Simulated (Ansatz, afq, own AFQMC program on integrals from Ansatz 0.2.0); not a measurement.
AFQMC on a folder of integrals that Ansatz 0.2.0 wrote.

```yaml
crystal:
  periodic: [false, false, false]
  atoms:
    - {symbol: C, position_ang: [0.000000, 0.000000, 0.000000]}
basis:
  gaussian: {orbitals: def2-TZVPP}
magnetization: {spin_polarized: true, initial_magnetization: 2}
correlation: {method: ccsd_t, electrons: outside_noble_gas, hamiltonian_folder: ham}
```

```sh
$ ansatz run in.yaml --threads 1 --pin off --events-out ev --progress --plain --max-ram 24576MiB --backend cuda --devices 0, --max-vram 18GiB
```

Options of the walk:

```
--method phaseless --trial hf --walkers 4000 --populations 20 --least-time 40 --time-step 0.005 --steps-per-block 20 --equilibration-blocks 112 --max-blocks 4000 --target-error 0.00036 --factor-cut 1e-05 --start spin_pure --seed 6599 --taylor-order 6
```

Times are imaginary, in 1/Eh. The walk had a cap of 49 s. With eight or more populations the least sampling time is a fifth of least-time, and the error comes from their spread.

afq prints:

```
orbitals 30  electrons 3 1  factors 190 of 190
reference energy -37.69247880 Eh
CCSD correlation -0.08652026 Eh in 9 cycles, weight of the determinant in the CISD state 0.9495
energy of the start -37.692608 Eh
 block  time / (1/Eh)  mean weight  energy / Eh
     1     0.100  1.0004  -37.711304
     2     0.200  1.0002  -37.724606
     3     0.300  1.0006  -37.734649
     4     0.400  1.0004  -37.742039
     5     0.500  1.0003  -37.749045
    10     1.000  1.0001  -37.765638
    43     4.300  0.9998  -37.780862
    78     7.800  1.0000  -37.777968
   106    10.600  1.0002  -37.781559
   113    11.300  1.0003  -37.779629
   148    14.800  1.0002  -37.777121
   183    18.300  1.0000  -37.777261
   218    21.800  1.0001  -37.775768
   253    25.300  0.9999  -37.775660
   267    26.700  0.9999  -37.773822
   288    28.800  1.0003  -37.776166
   302    30.200  1.0002  -37.775115
error from the spread of 20 populations
energy -37.776449 +/- 0.000340 Eh
(rows thinned)
```

The run passed its tests (sampling time, drift between the halves within three errors, error under three times the target), which doesn't prove that it has relaxed. The second half of the sampling lies above the first by 2.1 errors of their difference, so the energy may still be moving and its error bar be too small.

Against this walk (error 9.3 meV) on the same determinant: CCSD(T) 124.7 meV lower, CCSDT(Q) 138.6 meV lower, full CI 138.8 meV lower, a separate phaseless walk with a CISD trial and standard settings 133.5 ± 9.4 meV lower. The error is statistical and leaves out the bias of the constraint. Full CI is exact here, so the walk's 139 meV above it is the walk's own error: the bias of the constraint with this trial, or a walk that hasn't relaxed. It lies above even CCSD, by 69 meV.

Cautions: constraint bias not in the error.

The walk took 42 s on 1 × NVIDIA H100 80GB HBM3 with 1 thread of AMD EPYC 7R13 Processor (Zen 3), with other jobs on the host (the card was shared). The log's last line is the phaseless energy.

CCSDT and higher add their correlation energy to the determinant of the CCSD(T) run, since their own runs factorise the integrals more tightly (a shift of under 2 meV). A walk keeps the symmetry of its determinant, which the program's search chose and which needn't be the lowest solution, so a lower state of the same spin and another symmetry isn't excluded.
